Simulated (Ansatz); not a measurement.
## Arsenic, grey arsenic (A7): convergence with cold smearing

Computed with Ansatz, r²SCAN, scalar-relativistic PAW, on the relaxed cell (a = 3.590 Å, c = 15.163 Å (c/a = 4.223); spin not included). Errors count from a run at 500 eV on a Γ-centred 17×17×17 mesh with Fermi-Dirac smearing of 0.1 eV, extrapolated to zero width. Fixed here: cutoff 500 eV, mesh 10×10×10. On a gapped cell the program narrows a wide typed smearing by itself. The SCF starts from atomic densities corrected by a trained network.

```
width (eV)  E(σ→0) error (meV/atom)  F error (meV/atom)  P (GPa)  SCF iterations
      0.01                      0.3                 0.3     0.01               6
      0.03                      0.3                 0.3     0.01               6
       0.1                      0.3                 0.3     0.01               6
       0.2                      0.3                 0.3     0.01               8
       0.3                      0.3                 0.3     0.01               9
       0.6                     -0.9                 6.3    -0.11               6
       1.0                     -3.0                39.0    -0.70               6
```
